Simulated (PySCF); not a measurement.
# Silicon: a sound run and one with changed settings

Sound run: Si [Ne] 3s2 3p2, Si⁺ [Ne] 3s2 3p1. Calculation: PySCF 2.14, in cc-pVTZ-DK; scalar relativity by spin-free X2C-1e. The sound run starts from symmetry-adapted Hartree-Fock orbitals and uses a fine grid where one is needed.

Changed run: radial step 1.2 in ln r (0.13 in the sound run). This setting is unsound on purpose.

```csv
species,method,sound run (hartree),changed run (hartree),converged
Si,UHF,-289.45898,-289.45898,yes
Si,MN15,-289.95753,-290.90586,yes
Si,PBE0,-289.86210,-290.48131,yes
Si⁺,UHF,-289.17859,-289.17859,yes
Si⁺,MN15,-289.66088,-290.62852,yes
Si⁺,PBE0,-289.56050,-290.10240,yes
```

Ionisation energy of Si:

```json
{"method": "UHF", "sound run (eV)": "7.630", "changed run (eV)": "7.630"}
{"method": "MN15", "sound run (eV)": "8.072", "changed run (eV)": "7.547"}
{"method": "PBE0", "sound run (eV)": "8.207", "changed run (eV)": "10.311"}
```

A coarse radial grid mis-integrates the density and the exchange-correlation energy, with errors of either sign; Hartree-Fock needs no grid.

For comparison, NIST gives 8.152 eV between the lowest levels.
